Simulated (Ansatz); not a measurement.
System: rock-salt HfC. Method: LDA (Ansatz, an electronic-structure program, PAW).

Run with plane-wave cutoff 520 eV, 20×20×20 k mesh, Fermi–Dirac smearing 0.05 eV, scalar-relativistic PAW data made under PBE.

Computed at the level's own relaxed cell.

Task: Give the computed volume per atom, bulk modulus B0, equilibrium lattice constant a and pressure derivative B′ of the bulk modulus.

Result: 
- volume per atom = 11.95 Å³/atom
- bulk modulus B0 = 261 GPa
- equilibrium lattice constant a = 4.573 Å
- pressure derivative B′ of the bulk modulus = 3.9

The run finds no gap.

Measured, for comparison: equilibrium volume per atom 12.47 Å³/atom, lattice constant a 4.638 Å (temperature not stated, not corrected to a static lattice; as tabulated in Zhang et al. (2018), doi:10.1088/1367-2630/aac7f0); bulk modulus 242 GPa (room temperature, not corrected to a static lattice, our sources range from 242 to 286; as tabulated in Synthesis of Binary Transition Metal Nitrides, Carbides and Borides from the …). Computed (rounded) less measured: equilibrium volume per atom -4.2 %, bulk modulus not scored (sources differ), lattice constant a -1.4 %. A static lattice is as a rule a little smaller and stiffer than an uncorrected measurement, which narrows the difference in the lattice constant a and would widen misses of the other sign.

Spin–orbit coupling is not included.

Static lattice: no zero-point or thermal effects.
